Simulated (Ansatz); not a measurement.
Results of PBE+SOC (Ansatz, an electronic-structure program, PAW) for fcc Ir.

Run with plane-wave cutoff 520 eV, 20×20×20 k mesh, Fermi–Dirac smearing 0.1 eV, perturbation theory, PAW data made under PBE.

Computed at the level's own relaxed cell.

Harmonic phonon frequencies (cm⁻¹; i marks an imaginary mode):

```tsv
q point	frequencies
X	138 138 182
L	108 108 190
W	152 157 157
```

No imaginary mode appears at these points.
